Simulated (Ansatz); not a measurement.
Elastic constant C44 (GPa) of 37 elemental solids other than molecular ones, computed with LDA in Ansatz (plane waves, PAW) and with PBEsol in Ansatz (plane waves, PAW). The set holds measured phases with no doubt noted on the run or the magnetic state but for the caveats below. 8 more of the class have both values but aren't in it, for one of these reasons: built or high-temperature cells, doubts on the run or the magnetic state, unlike cells, values of zero, layered or molecular crystals. Solids without a value at one level (not run, failed, or a magnetic order lost), or held back for tests, aren't counted.

Every twentieth of the way through the set, in order of the shift (worked out from unrounded values):

```json
[
 {"solid": "hcp Cd", "LDA": "18.5", "PBEsol": "15.9", "shift (%)": "-13.8"},
 {"solid": "bcc Cs", "LDA": "1.70", "PBEsol": "1.48", "shift (%)": "-12.7"},
 {"solid": "fcc Ag", "LDA": "61.9", "PBEsol": "55.8", "shift (%)": "-9.9"},
 {"solid": "bcc Na", "LDA": "7.24", "PBEsol": "6.54", "shift (%)": "-9.7"},
 {"solid": "bcc Rb", "LDA": "2.34", "PBEsol": "2.15", "shift (%)": "-8.2"},
 {"solid": "white tin (β-Sn)", "LDA": "25.2", "PBEsol": "23.1", "shift (%)": "-8.0"},
 {"solid": "hcp Lu", "LDA": "36.5", "PBEsol": "34.1", "shift (%)": "-6.6"},
 {"solid": "hcp Sc", "LDA": "34.3", "PBEsol": "32.2", "shift (%)": "-6.1"},
 {"solid": "fcc Pd", "LDA": "79.0", "PBEsol": "74.3", "shift (%)": "-6.0"},
 {"solid": "hcp Tl", "LDA": "9.29", "PBEsol": "8.76", "shift (%)": "-5.7"},
 {"solid": "fcc Rh", "LDA": "222", "PBEsol": "211", "shift (%)": "-4.9"},
 {"solid": "fcc Pb", "LDA": "21.1", "PBEsol": "20.2", "shift (%)": "-4.6"},
 {"solid": "fcc Ni", "LDA": "161", "PBEsol": "154", "shift (%)": "-4.5"},
 {"solid": "hcp Be", "LDA": "178", "PBEsol": "170", "shift (%)": "-4.2"},
 {"solid": "hcp Re", "LDA": "180", "PBEsol": "174", "shift (%)": "-3.7"},
 {"solid": "fcc Au", "LDA": "40.9", "PBEsol": "39.6", "shift (%)": "-3.3"},
 {"solid": "bcc Li", "LDA": "11.9", "PBEsol": "11.6", "shift (%)": "-2.4"},
 {"solid": "hcp Y", "LDA": "25.9", "PBEsol": "26.4", "shift (%)": "+1.9"},
 {"solid": "fcc Al", "LDA": "30.2", "PBEsol": "31.0", "shift (%)": "+2.7"},
 {"solid": "hcp Ti", "LDA": "36.5", "PBEsol": "43.0", "shift (%)": "+17.9"},
 {"solid": "hcp Zr", "LDA": "17.0", "PBEsol": "22.2", "shift (%)": "+30"}
]
```

The shift from LDA to PBEsol has a median of -4.9 %, and eight in ten lie between -10.0 % and +6.7 %; PBEsol is the larger in 6 of 37. Each level is at its own cell, so the shift holds the change of volume too.

Ansatz's runs of these crystals have no spin polarisation, but for bcc Fe, hcp Co, fcc Ni.

Density-functional runs with spin start from parallel moments for bcc Fe, parallel moments for hcp Co, parallel moments for fcc Ni.

Spin–orbit coupling is left out, also for the solids with elements from indium on (fcc Pt, hcp Os, bcc Ba, white tin (β-Sn), double-hcp La, hcp Tl, fcc Ir, hcp Re, bcc Cs, hcp Hf and 3 more); its size isn't shown.

Each level is taken at its own relaxed cell. Ansatz's density-functional and Hartree–Fock values are scalar-relativistic unless marked +SOC, with PAW data made under PBE.

Ansatz is an electronic-structure program.
